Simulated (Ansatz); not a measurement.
SiC, triplet: the ladder up to full CI

Geometry: a PBE0/def2-TZVP stationary point for this spin.

```xyz
2

Si    0.0000    0.0000    0.0000
C     0.0000    0.0000    1.7100
```

Basis cc-pVDZ; Ansatz 0.2.0. Correlated methods freeze the noble-gas cores, which leaves 8 electrons in 26 orbitals. R marks a restricted (for open shells ROHF) determinant, U an unrestricted one. Active spaces: valence = (8e, 8o) chosen from the atoms' valence shells.

Full CI is exact within this basis and frozen core; it isn't the basis-set limit. The frozen core follows each run's orbitals, which can shift R against U totals by a few meV.

Unrestricted rows (U) aren't spin-pure: their determinants' ⟨S²⟩ exceeds S(S+1) by up to 0.51, so they mix in states of higher spin. For open shells CISD and CISDTQ are restricted-active-space CI with the open shells as a complete middle space.

The UHF ⟨S²⟩ is 2.511. The T1 diagnostic (RCCSD) is 0.0555. The largest doubles amplitude (RCCSD) is 0.137. The T1 diagnostic (UCCSD) is 0.0896.

| level | E − E(full CI) (meV) | share of correlation (%) | wall time |
| --- | --- | --- | --- |
| RHF | 5713 | 0.00 | – |
| UHF | 5149 | 9.87 | – |
| RMP2 | 1247 | 78.18 | – |
| UMP2 | 1608 | 71.85 | – |
| CISD | 736 | 87.11 | 1 s |
| RCCSD | 363 | 93.65 | – |
| UCCSD | 360 | 93.71 | – |
| RCCSD(T) | 82 | 98.56 | 2 s |
| UCCSD(T) | 114 | 98.00 | 1.9 s |
| BCCD(T) | 85 | 98.51 | 1.9 s |
| RCCSDT | 32 | 99.43 | – |
| UCCSDT | 31 | 99.46 | – |
| CISDTQ | 31 | 99.46 | 14 s (H100) |
| RCCSDT(Q) | 3 | 99.95 | 6.5 s |
| UCCSDT(Q) | 2 | 99.97 | 6 s |
| RCCSDTQ | 3 | 99.95 | 30 s (H100) |
| UCCSDTQ | 3 | 99.95 | 32 s (H100) |
| CASSCF (valence space) | 3199 | 44.01 | – |
| NEVPT2 (valence space) | 734 | 87.15 | 2.3 s |
| NEVPT4(SD) (valence space) | 75 | 98.69 | 2.9 s |
| MRCISD (valence space) | 202 | 96.46 | – |
| MRCISD+Q (valence space) | 11 | 99.80 | 3.1 s |

The correlation energy at full CI, counted from RHF, is -5.713 eV. That run took 28 s on 2 threads of AMD EPYC 7R13 with a shared H100 80 GB, shared host over 55,874,896 determinants.

Times hold each run's SCF and search for its determinant on a shared host, so for small cases they say little of a method's own cost; rows without a card ran on 1 thread of AMD EPYC 7R13.

The full-CI state has the irrep B2 of C2v, in the program's axes (one component, if the state is degenerate).

Natural occupations of full CI about the gap: 1.957 1.890 1.850 1.006 0.967 0.135 0.068 0.032 0.011 0.010; effectively unpaired electrons, Σ n²(2−n)², 2.21.

Atomization energy (electronic, same basis, no zero-point term; atoms at the same level, unrestricted beside the R rows where the molecule is a closed shell, with restricted open-shell steps beyond CCSDT(Q)) at full CI: 361.7 kJ/mol. Errors of other levels:

```tsv
level	error (kJ/mol)
RHF	-164.4
UHF	-130.4
RMP2	-6.0
UMP2	-42.6
CISD	-61.4
RCCSD	-27.5
UCCSD	-27.7
RCCSD(T)	-5.9
UCCSD(T)	-9.1
BCCD(T)	-6.2
RCCSDT	-3.0
UCCSDT	-2.9
CISDTQ	-3.0
RCCSDT(Q)	-0.3
UCCSDT(Q)	-0.3
RCCSDTQ	-0.3
UCCSDTQ	-0.4
CASSCF (valence space)	-5.4
NEVPT2 (valence space)	5.0
NEVPT4(SD) (valence space)	-5.8
MRCISD (valence space)	-14.6
MRCISD+Q (valence space)	-8.2
```

This basis is far from its limit, so the value isn't to be set against a measured one. Truncated CI isn't size-consistent, which counts against it in atomization.
